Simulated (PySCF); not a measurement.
Working with the constants of O₂

UHF-CCSD(T) constants of O₂, ³Σg⁻ (triplet), unpaired electrons π ↑↑ (PySCF, no relativity, basis sets O def2-SVP; masses 15.9949 and 15.9949 u):

* ωe: 1641.6 cm⁻¹
* ωexe: 13.2 cm⁻¹
* Be: 1.4482 cm⁻¹
* αe: 0.0165 cm⁻¹
* D (centrifugal): 4.51e-06 cm⁻¹
* De to O + O: 4.71 eV

Task: Give the vibrational terms G(v) and spacings up to v = 6.

Result: G(v) = ωe(v+½) − ωexe(v+½)².

```csv
v,G(v) (cm⁻¹),G(v) − G(v−1),Bv (cm⁻¹)
0,817.5,,1.440
1,2432.7,1615.2,1.423
2,4021.5,1588.8,1.407
3,5583.9,1562.4,1.390
4,7119.9,1536.0,1.374
5,8629.5,1509.6,1.357
6,10112.7,1483.2,1.341
```

Task: How well does the Morse estimate ωe²/(4ωexe) reproduce De, and what is D0?

Result: It gives 6.33 eV, 134 % of the computed De. D0 = De − G(0) = 4.71 − 0.10 = 4.61 eV.

Measured values (Huber and Herzberg, Constants of Diatomic Molecules (1979)): ωe = 1580.193 cm⁻¹, ωexe = 11.981 cm⁻¹, αe = 0.01593 cm⁻¹.

Correlated steps freeze 2 core orbitals. Correlated levels converge slowly with the basis: in double zeta they bind strong bonds too weakly, by up to about 1 eV, and carry superposition errors of some tenths. The state is the lowest determinant that a PBE0 search found; another state may lie lower at other levels.
